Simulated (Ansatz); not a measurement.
## Ansatz (development build ahead of 0.2.0) run

```yaml
crystal:
  periodic: [false, false, false]
  atoms:
    - { symbol: O, position_ang: [0.01285, 0.00827, 0.00758] }
    - { symbol: H, position_ang: [0.8876, -0.14529, 0.27966] }
    - { symbol: O, position_ang: [2.92681, 0.0055, 0.00041] }
    - { symbol: H, position_ang: [3.30642, 0.8346, -0.18572] }
    - { symbol: H, position_ang: [3.46171, -0.7062, -0.21679] }
    - { symbol: O, position_ang: [-1.22129, 2.68595, 0.33264] }
    - { symbol: H, position_ang: [-0.74503, 1.88519, 0.11545] }
    - { symbol: H, position_ang: [-2.15226, 2.45622, 0.16255] }
basis:
  gaussian: { orbitals: def2-SVP }
magnetization:
  spin_polarized: true
  initial_magnetization: 1
hamiltonian:
  xc: hf
output:
  forces: true
```

The input is written out in the form of the current development build from the run's settings.

Results

```yaml
Converged: yes
Total_energy: -227.26131 hartree
Spin_squared_of_the_determinant: 0.755
Stability_test: minimum
```

Forces (eV/Å):
```
atom      Fx      Fy      Fz
  O1  -1.893   0.186  -0.535
  H2   2.009  -0.222   0.459
  O3  -2.366   0.517   1.024
  H4   0.789   0.452  -0.353
  H5   1.489  -1.009  -0.621
  O6  -1.322  -0.718  -0.434
  H7  -0.247   0.399   0.167
  H8   1.540   0.394   0.293
```
